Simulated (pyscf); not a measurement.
One four-centre exchange on the singlet surface with elements of a group swapped. ωB97M-D3(BJ)/def2-TZVP, kcal/mol, from the separated reactants. Structures and frequencies: ωB97X-D3(BJ)/def2-SVP in PySCF.

```tsv
step	barrier	reaction energy	imaginary mode (i cm⁻¹)
H₃Si–SiH(SiH₃)–SiH₃ + HCl → H₃Si–SiH(SiH₃)–SiH₂–Cl + H₂	…	…	612
H₃Si–SiH(SiH₃)–SiH₃ + HF → F–SiH₂–SiH(SiH₃)–SiH₃ + H₂	30.2	-23.9	1144
```

Complete the blanks.


- H₃Si–SiH(SiH₃)–SiH₃ + HCl → H₃Si–SiH(SiH₃)–SiH₂–Cl + H₂, barrier: 30.8
- H₃Si–SiH(SiH₃)–SiH₃ + HCl → H₃Si–SiH(SiH₃)–SiH₂–Cl + H₂, reaction energy: -17.0

Each row is the saddle that its search found.
